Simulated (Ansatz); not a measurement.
**CH₃FSi: single points off equilibrium**

The task here is to estimate one member of a computed series from the others.

Computed with Ansatz 0.2.0, Gaussian basis. Level: single points in def2-TZVPP.

Correlated methods freeze the cores. B3LYP uses VWN-RPA correlation.

## Starting geometry

SMILES `C[Si]F`, 6 atoms, charge 0, spin multiplicity 1.

Atoms are counted from 1 here; the program's logs count them from 0.

Bond lengths: C1–H5 1.228 Å, C1–H6 1.027 Å, Si2–F3 1.640 Å. Angles: H5–C1–H6 91.9°.

Geometry (Å):

```xyz
6

C    -0.5144    0.3950   -0.3195
Si    0.5515   -0.6971    1.3825
F     1.3448   -1.6326    0.2942
H    -1.1873    1.3999    0.3387
H     0.4478    0.8262   -0.9486
H    -0.7658   -0.2483   -1.0799
```

Set-up of the first run:

run/in.yaml reads:

```yaml
crystal:
  periodic: [false, false, false]
  atoms:
    - {symbol: C, position_ang: [-0.514400, 0.395000, -0.319500]}
    - {symbol: Si, position_ang: [0.551500, -0.697100, 1.382500]}
    - {symbol: F, position_ang: [1.344800, -1.632600, 0.294200]}
    - {symbol: H, position_ang: [-1.187300, 1.399900, 0.338700]}
    - {symbol: H, position_ang: [0.447800, 0.826200, -0.948600]}
    - {symbol: H, position_ang: [-0.765800, -0.248300, -1.079900]}
basis:
  gaussian: {orbitals: def2-TZVPP}
correlation: {method: ccsd_t}
output: {forces: true}
```

The command line of these runs was not kept.

Among the steps run: CCSD(T)/def2-TZVPP; PBE0-D4/def2-TZVPP; wB97M-V/def2-TZVPP; r2SCAN-D4/def2-TZVPP; PBE-D4/def2-TZVPP; CAM-B3LYP-D4/def2-TZVPP; B3LYP-D4/def2-TZVPP.

One table of the session follows, with a row left open; its other results are not shown here.

```
      method  RMS force component (eV/Å)  angle to CCSD(T) forces (°)  dipole (D)
     CCSD(T)                       2.396                    reference        1.11
     PBE0-D4                       2.438                          0.9        1.05
     wB97M-V                       2.425                          1.7        1.26
   r2SCAN-D4                       2.395                          1.3        0.92
      PBE-D4                       2.320                          6.0        0.93
CAM-B3LYP-D4                       2.436                          1.4        1.18
    B3LYP-D4                           ?                            ?           ?
```

Estimate the missing values for B3LYP-D4.

**Answer.** RMS force component (eV/Å): 2.349; angle to CCSD(T) forces (°): 2.1; dipole (D): 1.14. In the column «RMS force component (eV/Å)» it lies between PBE-D4 (2.320) and r2SCAN-D4 (2.395).
